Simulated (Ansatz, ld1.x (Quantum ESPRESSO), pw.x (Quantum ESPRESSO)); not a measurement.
**From atom to crystal: TM potential for tantalum**

- Element: tantalum
- Generator: ld1.x (Quantum ESPRESSO) 7.5
- Type: norm-conserving Troullier–Martins (Kleinman–Bylander form)
- Functional: LDA (PW92)
- Relativity: scalar-relativistic
- Frozen core: [Xe] 4f14
- Valence charge: 5
- Reference configuration: 5d3 6s2 6p0
- Partial waves: 6p (bound, empty): rc 3.00 bohr; 5d (bound): rc 2.22 bohr; 6s (bound): rc 2.60 bohr
- Local potential: the s channel
- Core correction: none

Atomic tests: cutoffs needed: 30 Ry and 35 Ry (the cutoffs (Ry, on a coarse ladder) from which the occupation-weighted sum of valence levels, in a spherical-Bessel basis at the reference potential, stays within 10 and 1 mRy of its value at 400 Ry); ghost test: no extra level below or beside the all-electron valence levels (p, d, s, f tested) (spherical-Bessel basis up to 400 Ry, 20 bohr box); largest excitation error: +119 meV (all-electron minus pseudo) for 5d2 6s0 6p0, out of 7 test configurations.

Crystal test: diamond Ta in pw.x 7.5, no spin, 8³ k-points, Fermi–Dirac smearing 0.01 Ry, cutoffs 45/180 Ry. The reference is all-electron LAPW (Ansatz 0.2.0) with the same functional, mesh and smearing; V0 and B0 come from Birch–Murnaghan fits to the pressures at five volumes. Errors are pseudo minus all-electron; Δ is the rms difference of the E(V) curves that follow from these fits, minima aligned, over ±6 % about the mean V0. Mesh and smearing are coarse, so the numbers serve the comparison and aren't converged zero-temperature values; the lattice is a test structure that the element need not adopt.

All-electron: a0 = 5.935 Å (V0 = 26.13 Å³/atom), B0 = 78.8 GPa.

**Question.** How far does the potential miss the all-electron equation of state?

**Answer.** mean pressure error (GPa): -0.60; a0 (Å): 5.919; a0 error (%): -0.26; B0 error (%): -5.0; Δ (meV/atom): 3.6. The largest radius (3.00 bohr) exceeds half the bond length (2.43 bohr), so the spheres overlap, which is one possible source of error among others.

```csv
V (Å³/atom),P all-electron (GPa),P pseudo (GPa)
24.831,4.36,3.43
25.485,2.04,1.31
26.138,-0.04,-0.61
26.791,-1.90,-2.35
27.445,-3.57,-3.92
```

**Question.** At the middle volume, how do free energy and pressure move when the wave cutoff is lowered (ecutrho kept at four times it)?

**Answer.**

| cutoff (Ry) | shift of F (meV/atom) | shift of P (GPa) |
| --- | --- | --- |
| 20 | +692.1 | -16.80 |
| 27 | +58.1 | -2.64 |
| 36 | +1.0 | +0.03 |

The run at the middle volume (29 k-points, 10 iterations) took about 8.3 s on one core of a shared host (Neoverse-V2, 96 threads, 377 GiB, load 13).
